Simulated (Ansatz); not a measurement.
## Ansatz (development build ahead of 0.2.0) run

```yaml
crystal:
  periodic: [false, false, false]
  atoms:
    - { symbol: C, position_ang: [0.0, 0.0, -0.6988] }
    - { symbol: C, position_ang: [0.0, 0.0, 0.6988] }
    - { symbol: H, position_ang: [0.0, -0.94204, -1.0719] }
    - { symbol: H, position_ang: [-0.81583, 0.47102, -1.0719] }
    - { symbol: H, position_ang: [0.81583, 0.47102, -1.0719] }
    - { symbol: H, position_ang: [0.0, 0.94204, 1.0719] }
    - { symbol: H, position_ang: [-0.81583, -0.47102, 1.0719] }
    - { symbol: H, position_ang: [0.81583, -0.47102, 1.0719] }
basis:
  gaussian: { orbitals: def2-TZVP }
hamiltonian:
  xc: hf
```

The input is written out in the form of the current development build from the run's settings.

The run gave:

```json
{"Converged": "yes", "Total energy": "-79.22467 hartree", "Spin squared of the determinant": "0.000"}
```

Caution: no unrestricted run beside it, a lower state can exist.
